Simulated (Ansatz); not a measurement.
# PHF₂ (triplet): the correlation ladder, def2-QZVPP

One table from this session's results is given with a row withheld; the runs are named, their logs left out.

The runs use Ansatz 0.2.0, Gaussian basis; def2-QZVPP, core rule «outside noble gas», up to 7 orbitals frozen.

To be run: UHF; ROHF; CCSD(T) on UHF.

2 further runs of the same task are left out: 2 set aside as unsound or not needed.

## What is computed

The geometry is a PBE0/def2-TZVP stationary point (not a proven minimum).

4 atoms, charge 0, spin multiplicity 3.

Atoms are counted from 1 here; the program's logs count them from 0.

Bond lengths: F1–P2 1.632 Å, P2–F3 1.632 Å, P2–H4 1.402 Å. Angles: F1–P2–F3 164.9°, F1–P2–H4 97.6°, F3–P2–H4 97.6°.

The first run:

Input file in.yaml:

```yaml
crystal:
  periodic: [false, false, false]
  atoms:
    - {symbol: F, position_ang: [0.000000, -0.118388, 1.617771]}
    - {symbol: P, position_ang: [0.000000, 0.096465, 0.000000]}
    - {symbol: F, position_ang: [0.000000, -0.118388, -1.617771]}
    - {symbol: H, position_ang: [0.000000, 1.498583, 0.000000]}
basis:
  gaussian: {orbitals: "def2-QZVPP.json"}
magnetization: {spin_polarized: true, initial_magnetization: 2}
hamiltonian: {xc: hf}
output: {orbitals: {seedname: orbitals}}
```

Command:

```
$ ansatz run in.yaml --threads 1 --pin off --events-out ev --progress --plain --max-ram 2393MiB
```

Among the steps run: UHF; ROHF; CCSD(T) on UHF.

One of the session's tables, all rows but one given; the rest of the session is left out.

It belongs to the step «Misses and costs». 

```
  method  from UCCSD(T) (kJ/mol)
    ROHF                       ?
     UHF                 +1902.2
    UMP2                   +85.1
   UCCSD                   +66.3
UCCSD(T)                       0
```

**Question.** Estimate the row for ROHF.

**Answer.** from UCCSD(T) (kJ/mol): +1916.0. In the column «from UCCSD(T) (kJ/mol)» it is the highest.
